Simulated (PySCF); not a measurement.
Species: cyclopropylacetylene, C5H6.
SMILES: `C#CC1CC1`

Level of theory: TDDFT wB97X-D/def2-SVPD, vertical, gas phase, core orbitals frozen in the response in PySCF 2.14.0, density-fitted response routines. Geometry: PBE0-D3(BJ)/def2-SVP; no solvent, vibrations or thermal averaging.

Question: What does the calculation give for the low-lying excited states?

Answer: 

```
state  E (eV)  λ (nm)  ν̃ (cm⁻¹)       f  |μ| (D)  symmetry   main configurations (H = HOMO, L = LUMO)
   S1    6.23   199.1      50230  0.0004     0.13         –        H→L (42%), H→L+2 (26%), H→L+5 (20%)
   S2    6.63   187.1      53450   0.016     0.81        A′    H→L+1 (42%), H-1→L (19%), H-1→L+2 (12%)
   S3    6.79   182.7      54730  0.0010     0.19         –               H-1→L+1 (72%), H-1→L+4 (17%)
   S4    7.39   167.8      59600   0.051     1.35        A″                     H→L+2 (56%), H→L (36%)
   S5    7.82   158.6      63070   0.064     1.47        A′                 H-1→L+2 (52%), H-1→L (40%)
   S6    8.17   151.8      65900  0.0071     0.48        A″      H→L+5 (51%), H→L+3 (24%), H→L+2 (10%)
   S7    8.37   148.2      67480  0.0019     0.24         –                   H→L+3 (63%), H→L+5 (13%)
   S8    8.46   146.6      68210   0.186     2.41        A′    H→L+1 (29%), H→L+4 (24%), H-1→L+2 (15%)
   S9    8.56   144.8      69050   0.084     1.61        A′  H→L+4 (50%), H-1→L+5 (11%), H-1→L+2 (11%)
  S10    8.69   142.7      70100  0.0000     0.03         –                                H→L+6 (78%)
```

Triplets (Tamm–Dancoff): T1 5.31 eV, H→L+1 (44%), H→L+4 (12%), H-1→L (12%); T2 5.79 eV, H→L (31%), H→L+2 (22%), H→L+5 (19%); T3 5.87 eV, H→L+1 (27%), H-1→L (21%), H-1→L+2 (17%); T4 6.49 eV, H-1→L+1 (60%), H-1→L+4 (16%), H→L (9%).

The lowest singlet comes at 199 nm (601 kJ/mol) in the vacuum ultraviolet; it is dark (f under 0.0005); its leading configuration is HOMO→LUMO (42%). The most intense listed level is S8 at 8.46 eV (147 nm, f = 0.186), 2.23 eV above S1. Löwdin shares by element: HOMO carbon 84% or more (atoms not listed hold the other 16%); LUMO carbon 53% or more (atoms not listed hold the other 47%). Of the 10 states listed, 5 reach f = 0.01 and 2 stay under 0.0005. The listed states span 2.46 eV, and the widest gap between neighbours is 0.60 eV (S3 to S4). Weighted by f, the mean energy of these states is 8.16 eV. No computed singlet lies in the visible range (380 to 750 nm); the lowest, at 199 nm, stands 2.96 eV above its violet end (3.26 eV). The vertical ionisation energy (ΔSCF) is 9.42 eV, 0.73 eV above S10. Symmetry labels in Cs follow from the direction of the transition dipole and are given only for states with f of 0.002 or more. Singlets were solved by full linear response, triplets in the Tamm–Dancoff approximation.
